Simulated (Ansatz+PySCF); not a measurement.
The numbers below are computed, except where a source is named.
## PySCF 2.14.0 run

```python
from pyscf import gto, scf, cc

mol = gto.M(atom="""
F 0.000000 0.000000 0.000000
Na 0.935830 1.247780 2.701510
""", basis='sto-3g', charge=1, spin=1)
mf = scf.UHF(mol)
mf.kernel()
mycc = cc.CCSD(mf, frozen=2).run()
et = mycc.ccsd_t()
print(mf.e_tot, mycc.e_corr, et, mycc.e_tot + et)
```

The script is written out from the run's settings.

Results

* Converged: yes
* Reference energy: -257.77377 hartree
* CCSD correlation energy: -0.03913 hartree
* Triples correction: -0.00164 hartree
* Total energy: -257.81454 hartree
* Spin squared of the determinant: 0.750
